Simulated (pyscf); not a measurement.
F–GeH•–F + hydrogen (H₂) → F–Ge:–F [singlet] + hydrogen (H₂) + H atom (H•), a concerted fragmentation (doublet surface; Ge–H, H–H broken, H–H formed). Optimised with ωB97X-D3(BJ)/def2-SVP in PySCF. Energies in eV from the separated reactants.

Small-basis levels: PySCF, no dispersion term, spherical d functions. Open shells are spin-unrestricted. 

Problem. Quick B3LYP/6-31G*+LANL2DZ single points give ΔE‡ = 1.59 eV and ΔE = +1.41 eV. What does ωB97M-D3(BJ)/def2-TZVP give, and how far is the quick result from it?

Solution. ωB97M-D3(BJ)/def2-TZVP gives ΔE‡ = 1.54 eV and ΔE = +1.27 eV. B3LYP/6-31G*+LANL2DZ lies 0.05 eV over it in the barrier and 0.14 eV over it in the reaction energy, so on this step it does not hold to within 0.13 eV. ωB97M-D3(BJ)/def2-TZVP has limits of its own. The same reactants have a lower exit, to F–GeH₂–F + H• (barrier +1.04 eV at ωB97M-D3(BJ)/def2-TZVP, against +1.54 eV here). One saddle was located; it need not be the lowest between these sides. In the def2 sets elements up to Kr have no core potential.
